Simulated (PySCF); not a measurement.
The dipole of `[H]/N=C\C=C\F` from its density and from atomic charges.

Coordinates (PBE0-D3(BJ)/def2-SVP, Å) and charges (e) from the PBE0/pcSseg-1 density (PySCF):

```csv
atom,x,y,z,Mulliken,IAO,Hirshfeld,ESP-fitted
N1,-2.143,0.119,-0.222,-0.3430,-0.4278,-0.2361,-0.7236
C2,-0.981,-0.399,-0.242,+0.0624,+0.0405,+0.0391,+0.3814
C3,0.280,0.247,0.112,-0.2504,-0.2412,-0.0804,-0.3940
C4,1.442,-0.409,0.041,+0.2581,+0.1804,+0.0678,+0.0758
F5,2.597,0.152,0.354,-0.2506,-0.2434,-0.0658,-0.1158
H6,-2.090,1.096,0.088,+0.1584,+0.2363,+0.1037,+0.3645
H7,-0.904,-1.454,-0.560,+0.1132,+0.1369,+0.0486,+0.0562
H8,0.275,1.291,0.441,+0.1393,+0.1626,+0.0565,+0.2088
H9,1.544,-1.452,-0.277,+0.1126,+0.1557,+0.0666,+0.1467
```

**Question.** What dipole does each set of charges give (1 e·Å = 4.803 D), and what does the density give?

**Answer.** The full density gives (1.68, -0.05, 0.19) D, 1.69 D in size; dipole vectors point from the negative to the positive end.

```csv
scheme,μx,μy,μz,size (D),share of the full size (%),angle to the full dipole (°)
Mulliken,0.50,-1.18,-0.31,1.32,78,68
IAO,0.50,-0.93,-0.23,1.08,64,62
Hirshfeld,1.10,-0.39,0.01,1.17,69,19
ESP-fitted,1.66,-0.04,0.19,1.67,99,0
```

**Question.** Which set comes closest?

**Answer.** Length of the difference vector: ESP-fitted 0.01 D, Hirshfeld 0.69 D, IAO 1.52 D, Mulliken 1.71 D. Closest: ESP-fitted. ESP charges are fitted to the potential around the molecule, whose slowest-falling term is the dipole's. 

**Question.** What is left for the Hirshfeld atoms' own dipoles?

**Answer.** The Hirshfeld atoms' densities add up to the full density, so μ = Σ q r + Σ (atomic dipoles). The atomic dipoles sum to (1.68, -0.05, 0.19) − (1.10, -0.39, 0.01) = (0.58, 0.34, 0.18) D, 0.69 D in size.

**Question.** With the origin at the mean of the coordinates, (0.002, -0.090, -0.029) Å, which are the largest single terms, by size, of the ESP-fitted dipole along the direction of the full one?

**Answer.** N1 +7.50, H6 -3.68, C2 -1.82, F5 -1.45, H9 +1.09 D; all 9 atoms together +1.67 D. The single terms depend on the origin, their sum doesn't.

**Question.** Give the size of the full dipole in other units.

**Answer.** 1.69 D = 0.664 au = 0.351 e·Å = 5.63 × 10⁻³⁰ C·m.

Geometry: PBE0-D3(BJ)/def2-SVP, one conformer, isolated molecule.

The values belong to the conformer `[H]/[N:1]=[CH:2]\[CH:3]=[CH:4]\[F:5]`: N1–C2–C3–C4 180°.
